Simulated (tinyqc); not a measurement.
Worked calculation: Pariser-Parr-Pople SCF with singles CI, for the molecule Oc1c[cH+]1 (SMILES; centres numbered as the heavy atoms are written). One step of it, computed by the program tinyqc.

Question. Iteration 3: Fock matrix. F_rr = H_rr + P_rr gamma_rr / 2 + sum_(s != r) P_ss gamma_rs; F_rs = H_rs - P_rs gamma_rs / 2; E = tr P (H + F) / 2 + core repulsion sum_(r<s) z_r z_s gamma_rs.

P after iteration 2:
```
,1O,2C,3C,4C
1O,1.565461,0.697035,-0.311767,-0.311767
2C,0.697035,0.881902,0.500098,0.500098
3C,-0.311767,0.500098,0.776319,0.776319
4C,-0.311767,0.500098,0.776319,0.776319
```

core matrix H (eV):
```
,1O,2C,3C,4C
1O,-48.910834,-2.190000,0.000000,0.000000
2C,-2.190000,-42.259503,-2.390000,-2.390000
3C,0.000000,-2.390000,-34.812318,-2.390000
4C,0.000000,-2.390000,-2.390000,-34.812318
```

repulsion gamma_rs (eV):
```
,1O,2C,3C,4C
1O,23.520000,8.805667,5.082584,5.082584
2C,8.805667,10.560000,7.369085,7.369085
3C,5.082584,7.369085,10.560000,7.368066
4C,5.082584,7.369085,7.368066,10.560000
```

Centres (angstrom, eV; a flat drawing with bonds scaled to 1.40 angstrom):
```
centre,x,y,core charge z,W,gamma_rr
1O,1.656000,0.000000,2,29.940000,23.520000
2C,0.256000,0.000000,1,9.910000,10.560000
3C,-0.956000,0.700000,1,9.910000,10.560000
4C,-0.956000,-0.700000,1,9.910000,10.560000
```

Give: F; pi energy.

Answer.

F (eV):
```
,1O,2C,3C,4C
1O,-14.844,-5.259,0.792,0.792
2C,-5.259,-12.377,-4.233,-4.233
3C,0.792,-4.233,-10.538,-5.250
4C,0.792,-4.233,-5.250,-10.538
```

pi energy = -67.394 eV
